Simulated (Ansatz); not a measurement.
Task: an active-space calculation of AlClFH, SMILES [F][AlH][Cl], with Ansatz's Python interface. Give the script and its output. Use (for the species named): Hartree-Fock, def2-SVP basis, multiplicity 1.

```yaml
atoms:
  - { symbol: F, position_ang: [0.5602, -1.1262, 1.3972] }
  - { symbol: Al, position_ang: [0.1061, 0.0430, 0.0386] }
  - { symbol: Cl, position_ang: [-1.7483, -0.2761, -1.1792] }
  - { symbol: H, position_ang: [1.1375, 1.2990, -0.2770] }
```

The script, `cas.py`:
```python
"""Static correlation in AlClFH: natural occupations of an active space."""

import ansatz as az

SETTINGS = {
    "basis": "def2-SVP",
}

geometry = (
    az.Crystal.molecule()
    .atom("F", (0.5602, -1.1262, 1.3972))
    .atom("Al", (0.1061, 0.043, 0.0386))
    .atom("Cl", (-1.7483, -0.2761, -1.1792))
    .atom("H", (1.1375, 1.299, -0.277))
)

job = (
    geometry.calculation()
    .basis(gaussian=SETTINGS["basis"])
    .correlation(active_electrons=4, active_orbitals=4)
)
for method in [None, "sc_nevpt2"]:
    r = (job if method is None else job.correlation(method)).run(threads=1, pin="off").report
    space = r["configurations"]
    state = space["states"][0]
    print(method or "casscf", f"total {r['free_energy_ev'] / 27.211386246:.6f} Ha, active-space state {state['energy']['hartree']:.6f} Ha, mean field {r['reference_energy_ev'] / 27.211386246:.6f} Ha")
    print("  determinants", state["n_determinants"], " natural occupations", [round(n, 3) for n in space["natural_occupations"]])
```

```console
$ python cas.py
casscf total -801.304705 Ha, active-space state -801.304705 Ha, mean field -801.251509 Ha
  determinants 36  natural occupations [1.983, 1.977, 0.023, 0.017]
RunWarning: the results are in doubt because another end's mean lies 0.751 eV lower, and its corrected mean 0.311 eV higher
sc_nevpt2 total -801.635367 Ha, active-space state -801.277115 Ha, mean field -801.251509 Ha
  determinants 36  natural occupations [1.984, 1.971, 0.031, 0.014]
```
(Warnings from the package without file and line.)

Reading the output:
- Total energies depend on the basis set; only differences at equal settings carry meaning.
- The geometry is a force-field or estimated start, not a minimum of this method, and the basis set is short of its limit. The active space starts as a window about the frontier orbitals and is then optimised, not chosen by chemistry.
- A lower CASSCF solution was found and passed over, so the printed active-space state isn't the lowest.
- Hardware and time: 11 s on 1 thread of Arm Neoverse V1 (shared host), peak memory 0.16 GiB.

(Lines on the test bed's own set-up are left out of the output.)
